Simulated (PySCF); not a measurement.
A PySCF run on MgS⁻

State: ²Σ⁺ (doublet), unpaired electrons σ ↑.

An equivalent input (the run itself took its basis sets from the Basis Set Exchange, started from a PBE0 density and held the occupation σ 9α 8β, πx 3α 3β, πy 3α 3β):

```python
from pyscf import gto, scf, cc
mol = gto.M(atom='Mg 0 0 0; S 0 0 2.251', basis={'Mg': 'def2-SVPD', 'S': 'def2-SVPD'},
            charge=-1, spin=1, verbose=4, symmetry='C2v')
mf = scf.UHF(mol)
mf.irrep_nelec = {'A1': (9, 8), 'B1': (3, 3), 'B2': (3, 3)}
mf.conv_tol = 1e-9
mf.max_cycle = 60
mf.diis_space = 10
mf.kernel()
mycc = cc.CCSD(mf, frozen=[[0, 1, 2, 3, 4, 5], [0, 1, 2, 3, 4, 5]])
mycc.run(conv_tol=1e-7, conv_tol_normt=1e-5, max_cycle=80, diis_space=8)
et = mycc.ccsd_t()
```

The SCF ended at -596.99599664 hartree. The coupled-cluster part of the log:

```
******** <class 'pyscf.cc.uccsd.UCCSD'> ********
CC2 = 0
CCSD nocc = (9, 8), nmo = (42, 42)
frozen orbitals [[0, 1, 2, 3, 4, 5], [0, 1, 2, 3, 4, 5]]
max_cycle = 80
direct = 0
conv_tol = 1e-07
conv_tol_normt = 1e-05
diis_space = 8
diis_start_cycle = 0
diis_start_energy_diff = 1e+09
Init t2, MP2 energy = -0.174417005243213
Init E_corr(UCCSD) = -0.174417005245462
cycle = 1  E_corr(UCCSD) = -0.18024524539779  dE = -0.00582824015  norm(t1,t2) = 0.0879247
cycle = 2  E_corr(UCCSD) = -0.185367504935919  dE = -0.00512225954  norm(t1,t2) = 0.0325462
cycle = 3  E_corr(UCCSD) = -0.185709837778544  dE = -0.000342332843  norm(t1,t2) = 0.0264779
cycle = 4  E_corr(UCCSD) = -0.187532803519242  dE = -0.00182296574  norm(t1,t2) = 0.0149821
cycle = 5  E_corr(UCCSD) = -0.187432019204618  dE = 0.000100784315  norm(t1,t2) = 0.00464674
cycle = 6  E_corr(UCCSD) = -0.187351791449006  dE = 8.02277556e-05  norm(t1,t2) = 0.0023832
cycle = 7  E_corr(UCCSD) = -0.18739664901963  dE = -4.48575706e-05  norm(t1,t2) = 0.00113706
cycle = 8  E_corr(UCCSD) = -0.187417998542693  dE = -2.13495231e-05  norm(t1,t2) = 0.000612082
cycle = 9  E_corr(UCCSD) = -0.187410247813345  dE = 7.75072935e-06  norm(t1,t2) = 0.000287398
cycle = 10  E_corr(UCCSD) = -0.187408554889502  dE = 1.69292384e-06  norm(t1,t2) = 9.34707e-05
cycle = 11  E_corr(UCCSD) = -0.187409886035841  dE = -1.33114634e-06  norm(t1,t2) = 4.30925e-05
cycle = 12  E_corr(UCCSD) = -0.187410644338816  dE = -7.58302975e-07  norm(t1,t2) = 2.38391e-05
cycle = 13  E_corr(UCCSD) = -0.187410540453071  dE = 1.03885745e-07  norm(t1,t2) = 8.71898e-06
cycle = 14  E_corr(UCCSD) = -0.187410498269898  dE = 4.21831732e-08  norm(t1,t2) = 3.38061e-06
UCCSD converged
E(UCCSD) = -597.1834071414098  E_corr = -0.1874104982698981
UCCSD(T) correction = -0.0101418378602976
```

T1 diagnostic 0.022, D1 0.081, 17 electrons correlated.

Repeating this along the bond gives Re = 2.279 Å and ωe = 451 cm⁻¹.

A point of this curve took 6.4 CPU seconds beside 0.043 for the integrals (shared host).

Correlated steps freeze 6 core orbitals. The state was picked by a PBE0 search and need not be the measured ground state.
